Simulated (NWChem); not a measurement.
All runs are NWChem calculations. System: N2, charge 0, spin multiplicity 1, displaced from the optimised geometry. Level: MP2/cc-pVDZ, 2 core orbitals frozen, spin-restricted.

Input file:

```
start mol
memory heap 200 mb stack 800 mb global 1000 mb
geometry units angstroms nocenter noautoz noautosym
  N      0.000000     0.000000     0.550196
  N      0.000000     0.000000    -2.200782
end
basis spherical
  * library cc-pvdz
end
scf
  rhf
  nopen 0
  maxiter 100
  thresh 1e-7
  semidirect memsize 60000000 filesize 0
end
mp2
  freeze core 2
end
task mp2 energy
```

Part of the output:

```
             Northwest Computational Chemistry Package (NWChem) 7.3.0
             --------------------------------------------------------

                                NWChem Input Module
                                -------------------

 Scaling coordinates for geometry "geometry" by  1.889725989
 (inverse scale =  0.529177249)

                             Geometry "geometry" -> ""
                             -------------------------

 Output coordinates in angstroms (scale by  1.889725989 to convert to a.u.)

  No.       Tag          Charge          X              Y              Z
 ---- ---------------- ---------- -------------- -------------- --------------
    1 N                    7.0000     0.00000000     0.00000000     0.55019600
    2 N                    7.0000     0.00000000     0.00000000    -2.20078200

 Effective nuclear repulsion energy (a.u.)       9.4256243420

            Nuclear Dipole moment (a.u.)
            ----------------------------
        X                 Y               Z
 ---------------- ---------------- ----------------
     0.0000000000     0.0000000000   -21.8340868241


 Summary of "ao basis" -> "" (spherical)
 ------------------------------------------------------------------------------
       Tag                 Description            Shells   Functions and Types
 ---------------- ------------------------------  ------  ---------------------
 *                          cc-pvdz                   on all atoms

 Summary of "ao basis" -> "ao basis" (spherical)
 ------------------------------------------------------------------------------
       Tag                 Description            Shells   Functions and Types
 ---------------- ------------------------------  ------  ---------------------
 N                          cc-pvdz                  6       14   3s2p1d

                                 NWChem SCF Module
                                 -----------------

  ao basis        = "ao basis"
  functions       =    28
  atoms           =     2
  closed shells   =     7
  open shells     =     0
  charge          =   0.00
  wavefunction    = RHF
  use symmetry    = F
  symmetry adapt  = F

 Summary of "ao basis" -> "ao basis" (spherical)
 ------------------------------------------------------------------------------
       Tag                 Description            Shells   Functions and Types
 ---------------- ------------------------------  ------  ---------------------
 N                          cc-pvdz                  6       14   3s2p1d

 Forming initial guess at       0.0s

      Superposition of Atomic Density Guess
      -------------------------------------

 Sum of atomic energies:        -108.60004629

      Non-variational initial energy
      ------------------------------

 Total energy =    -107.632586
 1-e energy   =    -166.550578
 2-e energy   =      49.492368
 HOMO         =      -0.202004
 LUMO         =      -0.181591

 Starting SCF solution at       0.1s

 ----------------------------------------------
         Quadratically convergent ROHF

 Convergence threshold     :          1.000E-07
 Maximum no. of iterations :          100
 Final Fock-matrix accuracy:          1.000E-09
 ----------------------------------------------

              iter       energy          gnorm     gmax       time
             ----- ------------------- --------- --------- --------
                 1     -108.0402859595  3.42D-01  1.29D-01      0.1
                 2     -108.0480646883  9.16D-02  5.17D-02      0.1
                 3     -108.0488675843  1.85D-03  1.12D-03      0.1
                 4     -108.0488678689  1.35D-06  6.64D-07      0.2
                 5     -108.0488678689  6.43D-09  3.11D-09      0.2

       Final RHF  results
       ------------------

         Total SCF energy =   -108.048867868872
      One-electron energy =   -165.449700240678
      Two-electron energy =     47.975208029850
 Nuclear repulsion energy =      9.425624341956

        Time for solution =      0.0s

             Final eigenvalues
             -----------------

              1
    1  -15.8216
    2  -15.8215
    3   -1.0376
    4   -1.0033
    5   -0.3789
    6   -0.3434
    7   -0.3434
    8   -0.1413
    9   -0.1413
   10   -0.0908
   11    0.8383
   12    0.8805
   13    0.8805
   14    0.9437
   15    0.9613
   16    0.9613
   17    0.9728

                       ROHF Final Molecular Orbital Analysis
                       -------------------------------------

 Vector    5  Occ=2.000000D+00  E=-3.788648D-01
              MO Center=  4.4D-16, -4.8D-16, -8.3D-01, r^2= 2.6D+00
   Bfn.  Coefficient  Atom+Function         Bfn.  Coefficient  Atom+Function
  ----- ------------  ---------------      ----- ------------  ---------------
     6      0.407508  1 N  pz                20     -0.407508  2 N  pz
     9      0.363667  1 N  pz                23     -0.363667  2 N  pz

 Vector    6  Occ=2.000000D+00  E=-3.434170D-01
              MO Center=  7.3D-16,  9.3D-16, -8.3D-01, r^2= 2.7D+00
   Bfn.  Coefficient  Atom+Function         Bfn.  Coefficient  Atom+Function
  ----- ------------  ---------------      ----- ------------  ---------------
     5      0.425267  1 N  py                19      0.425267  2 N  py
     8      0.375081  1 N  py                22      0.375081  2 N  py

 Vector    7  Occ=2.000000D+00  E=-3.434170D-01
              MO Center=  1.1D-15, -7.1D-16, -8.3D-01, r^2= 2.7D+00
   Bfn.  Coefficient  Atom+Function         Bfn.  Coefficient  Atom+Function
  ----- ------------  ---------------      ----- ------------  ---------------
     4      0.425267  1 N  px                18      0.425267  2 N  px
     7      0.375081  1 N  px                21      0.375081  2 N  px

 Vector    8  Occ=0.000000D+00  E=-1.413181D-01
              MO Center= -5.4D-17,  9.4D-17, -8.3D-01, r^2= 2.7D+00
   Bfn.  Coefficient  Atom+Function         Bfn.  Coefficient  Atom+Function
  ----- ------------  ---------------      ----- ------------  ---------------
     5      0.439081  1 N  py                19     -0.439081  2 N  py
     8      0.377902  1 N  py                22     -0.377902  2 N  py

 Vector    9  Occ=0.000000D+00  E=-1.413181D-01
              MO Center= -4.9D-17, -6.9D-17, -8.3D-01, r^2= 2.7D+00
   Bfn.  Coefficient  Atom+Function         Bfn.  Coefficient  Atom+Function
  ----- ------------  ---------------      ----- ------------  ---------------
     4      0.439081  1 N  px                18     -0.439081  2 N  px
     7      0.377902  1 N  px                21     -0.377902  2 N  px

 Vector   10  Occ=0.000000D+00  E=-9.075671D-02
              MO Center= -7.8D-17, -9.2D-17, -8.3D-01, r^2= 2.7D+00
   Bfn.  Coefficient  Atom+Function         Bfn.  Coefficient  Atom+Function
  ----- ------------  ---------------      ----- ------------  ---------------
     6      0.455056  1 N  pz                20      0.455056  2 N  pz
     9      0.396828  1 N  pz                23      0.396828  2 N  pz

 center of mass
 --------------
 x =   0.00000000 y =   0.00000000 z =  -1.55957763

 moments of inertia (a.u.)
 ------------------
         189.219186173735           0.000000000000           0.000000000000
           0.000000000000         189.219186173735           0.000000000000
           0.000000000000           0.000000000000           0.000000000000

  Mulliken analysis of the total density
  --------------------------------------

    Atom       Charge   Shell Charges
 -----------   ------   -------------------------------------------------------
    1 N    7     7.00   2.00  0.99  1.01  1.57  1.44  0.00
    2 N    7     7.00   2.00  0.99  1.01  1.57  1.44  0.00

       Multipole analysis of the density wrt the origin
       ------------------------------------------------

     L   x y z        total         open         nuclear
     -   - - -        -----         ----         -------
     0   0 0 0     -0.000000      0.000000     14.000000

     1   1 0 0     -0.000000      0.000000      0.000000
     1   0 1 0      0.000000      0.000000      0.000000
     1   0 0 1      0.000000      0.000000    -21.834087

     2   2 0 0     -8.662290      0.000000      0.000000
     2   1 1 0     -0.000000      0.000000      0.000000
     2   1 0 1      0.000000      0.000000      0.000000
     2   0 2 0     -8.662290      0.000000      0.000000
     2   0 1 1     -0.000000      0.000000      0.000000
     2   0 0 2     -7.729439      0.000000    128.640804

                   NWChem MP2 Semi-direct Energy/Gradient Module
                   ---------------------------------------------

  Basis functions       =     28
  Molecular orbitals    =     28
  Frozen core           =      2
  Frozen virtuals       =      0
  Active alpha occupied =      5
  Active beta occupied  =      5
  Active alpha virtual  =     21
  Active beta virtual   =     21
  Use MO symmetry       = F
  Use skeleton AO sym   = F

  AO/Fock/Back tols     =   1.0D-09  1.0D-09  1.0D-09

 GA uses MA = F    GA memory limited = T

 Available:
  local mem=  1.15D+08
 global mem=  1.31D+08
 local disk=  0.00D+00
  mp2_memr nvloc                    21
  nvloc new                    21
   1 passes of   5:        2097152                       4276                    146329.
   1 passes of   5: M    114686330           G      131070432           F     112589178.

 Semi-direct pass number   1 of   1  for RHF alpha+beta  at        0.2s
  vrange nnbf                   406
  mp2_eaftype                    10  avail_ma_in_mb                   999
 EAF : mp2_eaftype filesize          10      73165.
  mp2_eaf for mointskh                     10
Node 0 wrote      0.3 Mb in      0.0 s     Agg I/O rate:   761.2 Mb/s
 Done moints_semi at        0.4s
  mp2_eaftype                    10  avail_ma_in_mb                   989
 EAF : mp2_eaftype filesize          10      73165.
  mp2_eaf for kh                    10
 Done maket at        0.4s
 Done multipass loop at        0.4s

          -------------------------------------------
          SCF energy                -108.048867868872
          Correlation energy          -1.623380074006
          Singlet pairs               -0.840840827849
          Triplet pairs               -0.782539246158
          Total MP2 energy          -109.672247942878
          -------------------------------------------

          ---------------------------------------------------
                    Spin Component Scaled (SCS) MP2
          Same spin pairs                     -0.521692830772
          Same spin scaling factor             0.333333333333
          Opposite spin pairs                 -1.101687243235
          Opposite spin scaling fact.          1.200000000000
          SCS-MP2 correlation energy          -1.495922302139
          Total SCS-MP2 energy              -109.544790171011
          ---------------------------------------------------

 -----------------------
 Performance information
 -----------------------

 Timer overhead =  1.88D-07 seconds/call

               Nr. of calls         CPU time (s)                 Wall time (s)                GFlops
             ---------------    -------------------     ------------------------------   -------------------
Name         Min   Avg   Max    Min     Avg     Max     Min     Avg     Max   Mx/calls   Min     Max     Sum
mp2: moin     1     1     1   0.18    0.18    0.18     0.18    0.18    0.18    0.18      0.0     0.0     0.0
mp2: make     1     1     1   1.15E-2 1.15E-2 1.15E-2  1.15E-2 1.15E-2 1.15E-2 1.15E-2   0.0     0.0     0.0
mp2: tota     1     1     1   0.21    0.21    0.21     0.21    0.21    0.21    0.21      0.0     0.0     0.0

 The average no. of pstat calls per process was 3.00D+00
 with a timing overhead of 5.64D-07s

 Task  times  cpu:        0.3s     wall:        0.3s

 Total times  cpu:        0.4s     wall:        0.4s
```
